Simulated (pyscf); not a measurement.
Optimised with ωB97X-D3(BJ)/def2-SVP in PySCF.

**Question.** H₂C=SiH₂ + H atom (H•) → [H₂C=SiH]• + hydrogen (H₂)
Surface: doublet. Broken: H–Si. Formed: H–H. Give ΔE‡ and ΔE from ωB97M-D3(BJ)/def2-TZVP, relative to the separated reactants.

**Answer.** ΔE‡ = 0.22 eV, ΔE = -0.51 eV. Zero-point energy shifts the barrier by -0.03 eV. It is a hydrogen abstraction, with an imaginary mode of 1035i cm⁻¹. This is the saddle that the search found; another between the same sides may lie lower. The angle at the transferred H is 177°.
